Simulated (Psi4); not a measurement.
# One shape, several levels: BH5S (B(H2S)H3)

Wanted: a comparison of 6 runs (HF/3-21G, B3LYP/6-31G*, BLYP/def2-SVP, PBE0/6-311+G**, PW86PBE-D4/6-311G(2df,2pd)) of BH5S (B(H2S)H3). 

The results are computed with Psi4 1.11.

4 further runs of the same task are left out: 4 set aside as unsound or not needed.

## (1) The system as given

BH5S: 7 atoms, total charge 0, spin state singlet. As SMILES, `[H]B([H])([H])<-S`. The shape is that of a GFN2-xTB optimisation.

Bond lengths: B1–S2 2.040 Å, S2–H3 1.336 Å, S2–H4 1.337 Å, B1–H5 1.181 Å, B1–H6 1.184 Å, B1–H7 1.181 Å. Angles: B1–S2–H3 98.0°, B1–S2–H4 98.0°, S2–B1–H5 102.5°, S2–B1–H6 103.4°, S2–B1–H7 102.5°, H3–S2–H4 92.0°, H5–B1–H6 115.4°, H5–B1–H7 114.9°, H6–B1–H7 115.4°.

## (2) Energy and forces at HF/3-21G (run 1)

bh5s.inp

```
memory 1600 mb

molecule system {
  0 1
  B      0.127630    -0.217240    -0.817090
  S      0.134050    -0.231310     1.222430
  H      0.506250     1.037510     1.415020
  H     -1.154430     0.067690     1.414850
  H      1.280190    -0.216980    -1.075620
  H     -0.453000     0.779570    -1.081760
  H     -0.440700    -1.219250    -1.077830
  symmetry c1
}

set {
  basis         3-21G
  puream        true
  e_convergence 1e-09
  d_convergence 1e-08
  scf_type      pk
}

result, w = gradient("hf", return_wfn=True)
```

On the command line:

```
$ psi4 -n 1 bh5s.inp bh5s.out
```

bh5s.out:

```text
[...]
  Running in c1 symmetry.
[...]
  Nuclear repulsion =   54.189536805307483
[...]
  Multiplicity = 1
[...]
  Nalpha       = 13
  Nbeta        = 13
[...]
    Number of basis functions: 32
[...]
   @RHF iter   1:  -422.87826593133394   -3.89564e-01   7.60965e-03 ADIIS/DIIS
[...]
   @RHF iter  10:  -422.93761744525636   -5.68434e-13   3.17659e-09 DIIS
[...]
    Orbital Energies [Eh]
    ---------------------
    Doubly Occupied:
       1A    -91.386759     2A     -8.990625     3A     -7.507566
       4A     -6.664293     5A     -6.663111     6A     -6.660706
       7A     -1.078674     8A     -0.706160     9A     -0.647620
      10A     -0.558002    11A     -0.462334    12A     -0.447089
      13A     -0.435244
[...]
  @RHF Final Energy:  -422.93761744525636
   => Energetics <=
    Nuclear Repulsion Energy =             54.1895368053074833
    One-Electron Energy =                -689.8379404162420769
    Two-Electron Energy =                 212.7107861656782006
    Total Energy =                       -422.9376174452563646
[...]
 Multipole Moments:
 ------------------------------------------------------------------------------------
     Multipole            Electronic (a.u.)      Nuclear  (a.u.)        Total (a.u.)
 ------------------------------------------------------------------------------------
 L = 1.  Multiply by 2.5417464519 to convert [e a0] to [Debye]
 Dipole X            :          0.4292878           -0.7884651           -0.3591774
 Dipole Y            :         -0.7398806            1.3525114            0.6126308
 Dipole Z            :          3.2680384           -1.8924657            1.3755727
 Magnitude           :                                                    1.5480714
[...]
  -Total Gradient:
     Atom            X                  Y                   Z
    ------   -----------------  -----------------  -----------------
       1       -0.001807019972     0.003041021827     0.029050085955
       2        0.002471612282    -0.003901772673    -0.022312074936
       3       -0.008361738407    -0.004542006997    -0.004416177227
       4        0.007864962877     0.005093425054    -0.004340656062
       5       -0.008072405339    -0.000416572519     0.000782126630
       6        0.003560331096    -0.006152980764     0.000459195031
       7        0.004344257462     0.006878886070     0.000777500610
[...]
```

Wall time 1.2 s (1 thread of Intel Xeon 6975P-C (Granite Rapids), shared host); peak memory 0.18 GiB.

## (3) Energy and gradient at B3LYP/6-31G(d) (spherical functions) (run 2)

calc.in

```
memory 1600 MB

molecule {
  0 1
  B
  S 1 2.039579
  H 2 1.336236 1 97.95821
  H 2 1.33664 3 92.02581 1 -98.38156
  H 1 1.1812 2 102.46215 3 73.76692
  H 1 1.183559 5 115.43934 2 111.53479
  H 1 1.181105 5 114.9222 6 138.1561
  units angstrom
  symmetry c1
  no_reorient
  no_com
}

set {
  basis                6-31G*
  puream               true
  e_convergence        1e-09
  d_convergence        1e-08
  scf_type             pk
  dft_radial_points    99
  dft_spherical_points 590
}

E, wfn = gradient("b3lyp", return_wfn=True)
oeprop(wfn, "MULLIKEN_CHARGES", "QUADRUPOLE", "LOWDIN_CHARGES")
```

On the command line:

```
$ psi4 calc.in calc.out -n 1
```

calc.out:

```text
[...]
  Running in c1 symmetry.
[...]
  Nuclear repulsion =   54.189532850123619
[...]
  Multiplicity = 1
[...]
  Nalpha       = 13
  Nbeta        = 13
[...]
    Number of basis functions: 42
[...]
   @RKS iter   1:  -425.87598977451137   -2.05120e-01   1.00546e-02 ADIIS/DIIS
[...]
   @RKS iter  10:  -426.01207769929619   -7.95808e-13   3.24779e-09 DIIS
[...]
    Orbital Energies [Eh]
    ---------------------
    Doubly Occupied:
       1A    -88.926528     2A     -8.007996     3A     -6.684712
       4A     -5.970833     5A     -5.968107     6A     -5.962580
       7A     -0.816014     8A     -0.504543     9A     -0.503244
      10A     -0.418378    11A     -0.327138    12A     -0.300361
      13A     -0.292968
[...]
  @RKS Final Energy:  -426.01207769929619
   => Energetics <=
    Nuclear Repulsion Energy =             54.1895328501236193
    One-Electron Energy =                -692.8481701294101640
    Two-Electron Energy =                 238.1639228168243392
    DFT Exchange-Correlation Energy =     -25.5173632368339831
    Empirical Dispersion Energy =           0.0000000000000000
    VV10 Nonlocal Energy =                  0.0000000000000000
    Total Energy =                       -426.0120776992961851
[...]
  -Total Gradient:
     Atom            X                  Y                   Z
    ------   -----------------  -----------------  -----------------
       1       -0.000669760512     0.000640737485     0.002593982486
       2        0.003387516538    -0.003411285951     0.002429801703
       3        0.001935868783     0.007210124718    -0.004156529216
       4       -0.006883707773    -0.002314529282    -0.004106584808
       5        0.011056398669     0.002665501585     0.000727774479
       6       -0.006772069699     0.006445017055     0.001787098582
       7       -0.002054143654    -0.011235677046     0.000724504010
[...]
 Multipole Moments:
 ------------------------------------------------------------------------------------
     Multipole            Electronic (a.u.)      Nuclear  (a.u.)        Total (a.u.)
 ------------------------------------------------------------------------------------
 L = 1.  Multiply by 2.5417464519 to convert [e a0] to [Debye]
 Dipole X            :         -0.7205266            1.1271181            0.4065915
 Dipole Y            :          0.6813634           -1.0657988           -0.3844354
 Dipole Z            :          3.3527197           -1.9042240            1.4484958
 Magnitude           :                                                    1.5528191
 L = 2.  Multiply by 1.3450342976 to convert [e a0^2] to [Debye ang]
 Quadrupole XX       :        -29.3086844           13.1696139          -16.1390705
 Quadrupole XY       :         -0.0284730            0.4901218            0.4616489
[...]
  Mulliken Charges: (a.u.)
   Center  Symbol    Alpha    Beta     Spin     Total
       1     B     2.60865  2.60865  0.00000 -0.21729
       2     S     8.02015  8.02015  0.00000 -0.04031
       3     H     0.41494  0.41494  0.00000  0.17012
       4     H     0.41499  0.41499  0.00000  0.17002
       5     H     0.51105  0.51105  0.00000 -0.02211
       6     H     0.51918  0.51918  0.00000 -0.03837
       7     H     0.51104  0.51104  0.00000 -0.02207
   Total alpha = 13.00000, Total beta = 13.00000, Total charge = -0.00000
  Lowdin Charges: (a.u.)
[...]
```

Run time: 6 s. Hardware: 1 thread of Intel Xeon 6975P-C (Granite Rapids), shared host; peak memory 0.68 GiB.

Runs 3 to 5 aren't shown in full; the table further down has their settings and results.

## (4) The energy at PW86PBE-D4/6-311G(2df,2pd) (sfX2C) (run 6)

calc.dat

```
memory 1.6 GB

molecule molecule1 {
  0 1
  B      0.127630    -0.217240    -0.817090
  S      0.134050    -0.231310     1.222430
  H      0.506250     1.037510     1.415020
  H     -1.154430     0.067690     1.414850
  H      1.280190    -0.216980    -1.075620
  H     -0.453000     0.779570    -1.081760
  H     -0.440700    -1.219250    -1.077830
  units angstrom
  symmetry c1
  no_reorient
  no_com
}

set basis 6-311G(2df,2pd)
set scf_type pk
set relativistic x2c

E, wfn = energy("pw86pbe-d4", return_wfn=True)
print_variables()
```

On the command line:

```
$ psi4 calc.dat calc.out -n 1
```

calc.out:

```text
[...]
  Running in c1 symmetry.
[...]
  Nuclear repulsion =   54.189536805307483
[...]
  Multiplicity = 1
[...]
  Nalpha       = 13
  Nbeta        = 13
[...]
    Number of basis functions: 138
[...]
    WARNING: The X2C and Dirac Hamiltonians have substatially different eigenvalues!
             This is probably caused by the recontraction of the basis set.
[...]
   @RKS iter   1:  -426.86548208861598   -1.05390e-01   5.57817e-03 ADIIS/DIIS
[...]
   @RKS iter   9:  -427.16505053156726   -2.03940e-08   2.20611e-07 DIIS
[...]
    Orbital Energies [Eh]
    ---------------------
    Doubly Occupied:
       1A    -88.376060     2A     -7.787578     3A     -6.464206
       4A     -5.756904     5A     -5.753970     6A     -5.748586
       7A     -0.748306     8A     -0.456734     9A     -0.455116
      10A     -0.379562    11A     -0.295688    12A     -0.268888
      13A     -0.260958
[...]
  @RKS Final Energy:  -427.16505053156726
   => Energetics <=
    Nuclear Repulsion Energy =             54.1895368053074833
    One-Electron Energy =                -694.3271472922152725
    Two-Electron Energy =                 244.8283648811055002
    DFT Exchange-Correlation Energy =     -31.8521551390365261
    Empirical Dispersion Energy =          -0.0036497867284030
    VV10 Nonlocal Energy =                  0.0000000000000000
    Total Energy =                       -427.1650505315672604
[...]
 Multipole Moments:
 ------------------------------------------------------------------------------------
     Multipole            Electronic (a.u.)      Nuclear  (a.u.)        Total (a.u.)
 ------------------------------------------------------------------------------------
 L = 1.  Multiply by 2.5417464519 to convert [e a0] to [Debye]
 Dipole X            :         -4.9885335            4.7644909           -0.2240426
 Dipole Y            :          8.5800754           -8.1988036            0.3812719
 Dipole Z            :        -27.0771527           28.4745633            1.3974107
 Magnitude           :                                                    1.4657148
[...]
```

It took 10 s on 1 thread of Intel Xeon 6975P-C (Granite Rapids), shared host; peak memory 1 GiB.

## (5) Overview of the runs

| run | level | integration grid | Cartesian functions | energy (Eh) | dipole moment (D) | HOMO energy (eV) | LUMO energy (eV) | wall time |
| --- | --- | --- | --- | --- | --- | --- | --- | --- |
| 1 | HF/3-21G | – | no | -422.937617 | 3.93 | -11.84 | 3.83 | 1.2 s |
| 2 | B3LYP/6-31G* (spherical functions) | 99 radial × 590 angular | no | -426.012078 | 3.95 | -7.97 | -0.42 | 6 s |
| 3 | B3LYP/6-31G* (Cartesian functions) | 99 radial × 590 angular | yes | -426.015459 | 3.95 | -7.97 | -0.41 | 6.3 s |
| 4 | BLYP/def2-SVP | 99 radial × 590 angular | no | -425.827314 | 4.11 | -6.72 | -0.86 | 5.7 s |
| 5 | PBE0/6-311+G** | 99 radial × 590 angular | no | -425.846444 | 4.07 | -8.38 | -0.65 | 8.1 s |
| 6 | PW86PBE-D4/6-311G(2df,2pd) (sfX2C) | 75 radial × 302 angular | no | -427.165051 | 3.73 | -7.10 | -1.40 | 10 s |

## (6) Summary of results

| quantity | value |
| --- | --- |
| run 6: total energy | -427.16505 Eh |
| run 6: dipole moment | 3.73 D |
| run 6: HOMO energy | -7.10 eV |
| run 6: LUMO energy | -1.40 eV |
| run 6: HOMO–LUMO gap | 5.70 eV |
| run 6: dispersion energy | -9.58 kJ/mol |

The dipole moment (its size) runs from 3.73 D (PW86PBE-D4/6-311G(2df,2pd)) to 4.11 D (BLYP/def2-SVP). The two ends differ in method and basis and Hamiltonian. The HOMO–LUMO gap runs from 5.70 eV (PW86PBE-D4/6-311G(2df,2pd)) to 15.67 eV (HF/3-21G). Totals of different functionals can't be ranked against each other. Some runs of one species differ in core potentials or relativity; totals across that change don't compare. All runs together took 38 s, the longest 10 s.
